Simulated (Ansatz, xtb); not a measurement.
**Relative energy of two structures of C4H4F−**

We compare a, `C=C/C=[C-]\F`, a singlet, with b, a singlet given by its coordinates. Both are isolated ions in the gas phase, relaxed with PBE0-D3(BJ)/def2-SVPD; the shapes shown needn't be the lowest conformers.

a (Å):

```yaml
atoms:
  - { symbol: C, position_ang: [1.0168, 0.8822, 0.9948] }
  - { symbol: C, position_ang: [0.9659, -0.1726, 0.1471] }
  - { symbol: C, position_ang: [1.2386, -0.1778, -1.2677] }
  - { symbol: C, position_ang: [1.1881, -1.2455, -2.1303] }
  - { symbol: F, position_ang: [0.8103, -2.4155, -1.4096] }
  - { symbol: H, position_ang: [1.2884, 1.8839, 0.6451] }
  - { symbol: H, position_ang: [0.7886, 0.7723, 2.0584] }
  - { symbol: H, position_ang: [0.6868, -1.1473, 0.5637] }
  - { symbol: H, position_ang: [1.5222, 0.7780, -1.7274] }
```

b (Å):

```yaml
atoms:
  - { symbol: C, position_ang: [-2.5782, -0.4605, 1.5033] }
  - { symbol: C, position_ang: [-1.5627, -1.1470, 0.9573] }
  - { symbol: C, position_ang: [-0.3088, -1.2472, 1.6107] }
  - { symbol: C, position_ang: [0.5960, -0.2958, 1.9627] }
  - { symbol: F, position_ang: [0.0981, -2.5502, 1.8399] }
  - { symbol: H, position_ang: [-3.5343, -0.2959, 0.9819] }
  - { symbol: H, position_ang: [-2.5300, -0.0086, 2.5188] }
  - { symbol: H, position_ang: [0.3349, 0.7540, 1.8329] }
  - { symbol: H, position_ang: [1.6142, -0.5617, 2.2549] }
```

Close contacts (Å): C1–C2 1.34, C2–C3 1.42, C3–C4 1.36, C3–F5 1.38, C1–H6 1.10, C1–H7 1.11, C4–H8 1.09, C4–H9 1.09.

**Question.** Estimate E(b) − E(a) at the level CCSD(T)/def2-SVPD + ΔMP2/def2-TZVPPD.

**Answer.** Calculated at CCSD(T)/def2-SVPD + ΔMP2/def2-TZVPPD: E(b) − E(a) = +12.1 kJ/mol, so structure a lies lower.

The same difference at several levels:

```json
{"level": "GFN2-xTB", "geometry": "GFN2-xTB", "E(b) − E(a) (kJ/mol)": "+5.3", "departure from the last row (kJ/mol)": "−6.8", "job, with rough time for the two": "optimisation, 0.44 s"}
{"level": "HF/STO-3G", "geometry": "GFN2-xTB", "E(b) − E(a) (kJ/mol)": "+48.3", "departure from the last row (kJ/mol)": "+36.2", "job, with rough time for the two": "single point, 0.54 s"}
{"level": "r2SCAN-D4/def2-SVPD", "geometry": "GFN2-xTB", "E(b) − E(a) (kJ/mol)": "+17.8", "departure from the last row (kJ/mol)": "+5.7", "job, with rough time for the two": "single point, 5.4 s"}
{"level": "PBE0-D3(BJ)/def2-SVPD", "geometry": "PBE0-D3(BJ)/def2-SVPD", "E(b) − E(a) (kJ/mol)": "+8.6", "departure from the last row (kJ/mol)": "−3.6", "job, with rough time for the two": "optimisation, 83 s"}
{"level": "HF/def2-SVPD", "geometry": "PBE0-D3(BJ)/def2-SVPD", "E(b) − E(a) (kJ/mol)": "+25.9", "departure from the last row (kJ/mol)": "+13.8", "job, with rough time for the two": "part of the CCSD(T) run"}
{"level": "MP2/def2-SVPD", "geometry": "PBE0-D3(BJ)/def2-SVPD", "E(b) − E(a) (kJ/mol)": "+6.6", "departure from the last row (kJ/mol)": "−5.5", "job, with rough time for the two": "part of the CCSD(T) run"}
{"level": "CCSD(T)/def2-SVPD", "geometry": "PBE0-D3(BJ)/def2-SVPD", "E(b) − E(a) (kJ/mol)": "+13.5", "departure from the last row (kJ/mol)": "+1.4", "job, with rough time for the two": "single point"}
{"level": "CCSD(T)/def2-SVPD + ΔMP2/def2-TZVPPD", "geometry": "PBE0-D3(BJ)/def2-SVPD", "E(b) − E(a) (kJ/mol)": "+12.1", "departure from the last row (kJ/mol)": "", "job, with rough time for the two": "single point, 1.8 min"}
```

None of the levels shown reverses the order. The largest departure from CCSD(T)/def2-SVPD + ΔMP2/def2-TZVPPD is that of HF/STO-3G, 36.2 kJ/mol. The last row adds to CCSD(T) the change of the MP2 difference between the two basis sets, here −1.4 kJ/mol.

With harmonic frequencies from PBE0-D3(BJ)/def2-SVPD (ideal gas, rigid rotor, one conformer each, 298.15 K, 1 atm): the zero-point term adds −2.8 kJ/mol; ΔH is +9.4 and ΔG +9.0 kJ/mol.

The correlated steps freeze 5 core orbitals. Mirror images aren't counted in ΔG. Run with Ansatz 0.2.0, xtb 6.7.1; the last row on 2 threads of Intel(R) Xeon(R) Processor @ 2.50GHz (Skylake/Cascade Lake) on a shared host.
